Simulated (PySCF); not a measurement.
**Löwdin shares of the frontier orbitals**

Compound: formyl fluoride, CHFO.
Bonds: O1–C2 (double), C2–F3. Hydrogens: H4 on C2.

Method used: TDDFT B3LYP/def2-SVPD, vertical, gas phase, core orbitals frozen in the response in PySCF. Isolated species at its PBE0-D3(BJ)/def2-SVP geometry, gas phase.

Kohn–Sham orbitals with the atoms that hold most of them (Löwdin shares over 4%, at most four atoms; ? is withheld):

```json
{"orbital": "LUMO+2", "ε (eV)": "1.36", "atoms": "H4 28%, F3 25%, O1 24%, C2 23%"}
{"orbital": "LUMO+1", "ε (eV)": "0.55", "atoms": "C2 51%, H4 26%, F3 12%, O1 11%"}
{"orbital": "LUMO", "ε (eV)": "-1.42", "atoms": "C2 45%, O1 34%, F3 13%, H4 8%"}
{"orbital": "HOMO", "ε (eV)": "-9.39", "atoms": "?"}
{"orbital": "HOMO-1", "ε (eV)": "-11.20", "atoms": "?"}
{"orbital": "HOMO-2", "ε (eV)": "-11.92", "atoms": "F3 62%, O1 18%, C2 12%, H4 7%"}
{"orbital": "HOMO-3", "ε (eV)": "-14.06", "atoms": "O1 63%, F3 21%, C2 16%"}
```

(1) Give the leading atoms of the HOMO-1.

(2) Which atoms hold the HOMO, and with what shares?

(3) How does S1 compare with the orbital gap of 7.97 eV?

(4) Give energy, strength and leading configuration of S1, S2, S3 and S6, and follow the Löwdin shares of the leading atoms from the occupied to the empty orbital.

## Answers

(1) O1 (bonded to C) 52%; F3 (bonded to C) 29%; C2 (bonded to F, O and H) 18%.

(2) O1 (bonded to C) 70%; C2 (bonded to F, O and H) 14%; F3 (bonded to C) 10%; H4 (bonded to C) 6%.

(3) S1 is at 5.94 eV (f = 0.0018), 2.03 eV below the gap, made of HOMO→LUMO (100%). 

(4) 
- S1 (5.94 eV, f 0.0018), HOMO→LUMO (100%): O1 70% → 34%, C2 14% → 45%; low, almost dark, from the terminal oxygen into the C=O bond, the pattern of n→π*
- S2 (8.69 eV, f 0.0001), HOMO-2→LUMO (100%): F3 62% → 13%, O1 18% → 34%, C2 12% → 45%
- S3 (8.87 eV, f 0.0076), HOMO→LUMO+1 (86%): O1 70% → 11%, C2 14% → 51%, H4 6% → 26%
- S6 (10.64 eV, f 0.0066), HOMO-1→LUMO+1 (99%): O1 52% → 11%, F3 29% → 12%, C2 18% → 51%, H4 at most 1% → 26%
